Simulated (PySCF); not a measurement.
These are B3LYP-D3(BJ)/def2-TZVP run with PySCF 2.14.0 values and carry that method's errors. All species are isolated molecules in the gas phase. B3LYP has the VWN-RPA correlation part, as in Gaussian. 

Reference species (SMILES): `[F]` (neutral, multiplicity 2).

```yaml
dipole_moment: 0.00 D
```

Changed species: `[GeH3]` (radical fragment; the reference has radical fragment).

Problem. Predict the effect on the dipole moment.

Solution. the dipole moment rises by 0.11 D, to 0.11 D.
